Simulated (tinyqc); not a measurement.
Ways to converge the cycle: SCF convergence aids in the sto-3g basis, for H2O+, spin multiplicity 2. Computed by the program tinyqc with PySCF. 

Geometry (angstrom):

| atom | x | y | z |
|---|---|---|---|
| O | 0.0000 | 0.0000 | 0.0000 |
| H | 0.0000 | 0.7800 | 0.5840 |
| H | 0.0000 | -0.7450 | 0.5580 |

lowest solution found by these runs and by PySCF with stability checks = -74.653238 hartree

UHF with one setting changed at a time; a run stops when the energy changes by less than 1e-09 hartree and the error matrix is below 1e-5. The start is the core Hamiltonian. Damping d keeps d of the old density; a shift (hartree) raises the virtual levels; DIIS n extrapolates F over n matrices.

Largest element of the error matrix X^T (FDS - SDF) X:

| iteration | plain | damping 0.3 | damping 0.6 | shift 0.4 | DIIS 3 | DIIS 8 |
|---|---|---|---|---|---|---|
| 1 | 3.3e-01 | 3.3e-01 | 3.3e-01 | 3.3e-01 | 3.3e-01 | 3.3e-01 |
| 2 | 3.4e-02 | 1.4e-01 | 2.3e-01 | 1.5e-01 | 3.4e-02 | 3.4e-02 |
| 3 | 5.5e-03 | 4.9e-02 | 1.5e-01 | 4.0e-02 | 5.3e-03 | 5.3e-03 |
| 4 | 2.4e-03 | 1.8e-02 | 9.9e-02 | 1.1e-02 | 2.3e-03 | 2.3e-03 |
| 5 | 1.4e-03 | 7.5e-03 | 6.3e-02 | 4.1e-03 | 9.2e-04 | 7.8e-04 |
| 6 | 8.8e-04 | 3.4e-03 | 4.0e-02 | 2.1e-03 | 3.2e-04 | 2.2e-04 |
| 8 | 3.4e-04 | 1.1e-03 | 1.6e-02 | 8.3e-04 | 1.4e-05 | 7.4e-06 |
| 10 | 1.3e-04 | 5.7e-04 | 6.9e-03 | 4.3e-04 | - | - |
| 14 | 2.0e-05 | 1.6e-04 | 1.6e-03 | 1.1e-04 | - | - |
| 20 | - | 2.7e-05 | 4.1e-04 | 1.5e-05 | - | - |
| 30 | - | - | 7.5e-05 | - | - | - |

How each run ends:

| run | iterations | E (hartree) | state |
|---|---|---|---|
| plain | 17 | -74.653238 | lowest found |
| damping 0.3 | 24 | -74.653238 | lowest found |
| damping 0.6 | 44 | -74.653238 | lowest found |
| shift 0.4 | 22 | -74.653238 | lowest found |
| DIIS 3 | 9 | -74.653238 | lowest found |
| DIIS 8 | 9 | -74.653238 | lowest found |

6 of 6 runs reach the lowest solution found, in 9 to 44 iterations (fastest: DIIS 3, DIIS 8). Plain steps already contract here, so damping only slows them. DIIS 3 and DIIS 8 gain by cancelling the error over several earlier matrices, much as a quasi-Newton step does.
